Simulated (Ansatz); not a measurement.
# C₃H₂S: basis-set convergence

Aim: see how fast density functionals converge with the basis set for C₃H₂S.

Program: Ansatz 0.2.0, Gaussian basis. Level of theory: one geometry, several basis sets. These are calculated values, not measurements.

Plan: PBE0-D4/def2-SVP; ωB97M-V/def2-SVP; PBE0-D4/def2-QZVPP; ωB97M-V/def2-QZVPP; the functionals' def2-TZVPP values are taken from earlier runs.

## Step 1: The relaxed structure

An earlier PBE0-D4 in a triple-zeta def2 set relaxation fixed the geometry.

6 atoms, charge 0, spin multiplicity 1.

Atoms are counted from 1 here; the program's logs count them from 0.

Bond lengths: C1–C2 1.322 Å, C1–C4 1.322 Å, C2–S3 1.876 Å, C2–H5 1.079 Å, S3–C4 1.876 Å, C4–H6 1.079 Å. Angles: C2–C1–C4 134.9°, C1–C2–S3 71.9°, C1–C2–H5 130.5°, S3–C2–H5 122.6°, C2–S3–C4 81.2°, C1–C4–S3 71.9°, C1–C4–H6 130.5°, S3–C4–H6 122.6°.

Geometry (Å):

```xyz
6
C3H2S
C     0.5188    0.3155    0.1671
C     0.8179   -0.7436   -0.5659
S    -1.0461   -0.6817   -0.3674
C    -0.6027    0.8506    0.6191
H     1.2987   -0.8158   -1.5295
H    -0.9446    1.0111    1.6303
```

## Step 2: PBE0-D4 in def2-SVP

in.yaml

```yaml
crystal:
  periodic: [false, false, false]
  atoms:
    - {symbol: C, position_ang: [0.518849, 0.315491, 0.167131]}
    - {symbol: C, position_ang: [0.817873, -0.743620, -0.565859]}
    - {symbol: S, position_ang: [-1.046071, -0.681686, -0.367354]}
    - {symbol: C, position_ang: [-0.602675, 0.850584, 0.619147]}
    - {symbol: H, position_ang: [1.298653, -0.815820, -1.529531]}
    - {symbol: H, position_ang: [-0.944629, 1.011051, 1.630266]}
basis:
  gaussian: {orbitals: def2-SVP}
hamiltonian: {xc: pbe0, dispersion: d4}
output: {orbitals: {seedname: orbitals}}
```

The run is started by

```bash
$ ansatz run in.yaml --threads 2 --pin off --events-out ev --progress --plain --max-ram 4352MiB
```

After this run come: ωB97M-V in def2-SVP; PBE0-D4 in def2-QZVPP; ωB97M-V in def2-QZVPP.

Q: Predict the results of all the runs planned. Wanted: PBE0-D4: double and triple zeta above quadruple; ωB97M-V: double and triple zeta above quadruple.

**Answer**, as computed:

```
                                       quantity          value
PBE0-D4: double and triple zeta above quadruple  7.95, 0.51 eV
ωB97M-V: double and triple zeta above quadruple  8.03, 0.48 eV
```

For PBE0-D4 the step from double to triple zeta gains 7.44 eV and the next only 0.51 eV. These are total energies; as a rule much of such shifts cancels in differences, which this series doesn't test.
